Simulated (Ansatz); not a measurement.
System: zinc-blende MgS (metastable phase). Method: PBEsol in Ansatz (plane waves, PAW).

Settings: plane-wave cutoff 520 eV, 10×10×10 k mesh, Fermi–Dirac smearing 0.01 eV, scalar-relativistic PAW data made under PBE.

The cell has the measured lattice parameters. Conventional cell: a = 5.6220 Å, b = 5.6220 Å, c = 5.6220 Å, α = 90.00°, β = 90.00°, γ = 90.00°.

```xyz
2
Lattice="0.0000 -2.8110 2.8110 2.8110 -2.8110 0.0000 2.8110 0.0000 2.8110" Properties=species:S:1:pos:R:3 pbc="T T T"
Mg     0.0000     0.0000     0.0000
S      1.4055    -1.4055     1.4055
```

Problem. List the 5 lowest band energies at Γ above −25 eV (eV, relative to the valence band maximum), grouping those that round alike.

Solution. At Γ: -11.34, 0.00 (×3), 3.40.

Note: cell and atoms aren't relaxed at this level (pressure 0.9 GPa).

Ansatz is a quantum-chemistry and plane-wave program.
